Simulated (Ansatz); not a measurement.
`Cl[SiH](Cl)Cl` + H₂ → `Cl[SiH2]Cl` + HCl at 600 K and 1 bar (hydrogenolysis of the Si–Cl bond).

Computed with Ansatz on PBE0-D4/def2-TZVP structures; ΔE is electronic, products minus reactants. CBS: MP2 limit from def2 TZ/QZ plus the TZ coupled-cluster correction, frozen cores. This one scheme is used for every species.

| species | CCSD(T)/CBS energy (Eh) | H − E (kJ/mol) | S (J/(mol·K)) |
| --- | --- | --- | --- |
| `Cl[SiH](Cl)Cl` | -1669.16736 | 79.2 | 373.7 |
| H₂ | -1.17544 | 43.9 | 150.8 |
| `Cl[SiH2]Cl` | -1209.93203 | 89.6 | 338.0 |
| HCl | -460.38127 | 35.4 | 207.2 |

H − E and S are ideal-gas, rigid-rotor, harmonic terms from PBE0-D4/def2-TZVP. The MP2-based limit puts H₂ 0.8 mEh under its directly extrapolated value; such offsets cancel only in part. 1 Eh = 2625.50 kJ/mol, R = 8.31446 J/(mol·K).

Q: By hand: ΔE, ΔH, ΔS and ΔG.

A: ΔE = (-1209.93203) + (-460.38127) − (-1669.16736) − (-1.17544) = 0.02950 Eh = 77.5 kJ/mol. Δ(H − E) = 89.6 + 35.4 − 79.2 − 43.9 = 1.9, so ΔH = 79.4 kJ/mol. ΔS = 338.0 + 207.2 − 373.7 − 150.8 = 20.7 J/(mol·K). ΔG = 79.4 − 600 × (20.7)/1000 = 67.0 kJ/mol.

Q: By hand: the equilibrium constant, and the temperature at which ΔG would vanish if ΔH and ΔS stayed fixed.

A: log₁₀ K = −ΔG/(RT ln 10) = -5.8. ΔG = 0 at ΔH/ΔS = 3836 K, far beyond where these terms or the molecules hold.

ΔH outweighs TΔS. A doubt of 5 kJ/mol in ΔE shifts log₁₀ K by 0.4 here. These are equilibria of isolated gas molecules and say nothing of rates. Largest T1 diagnostic: 0.009 (customary marks: 0.02 for closed shells, 0.045 for open ones).
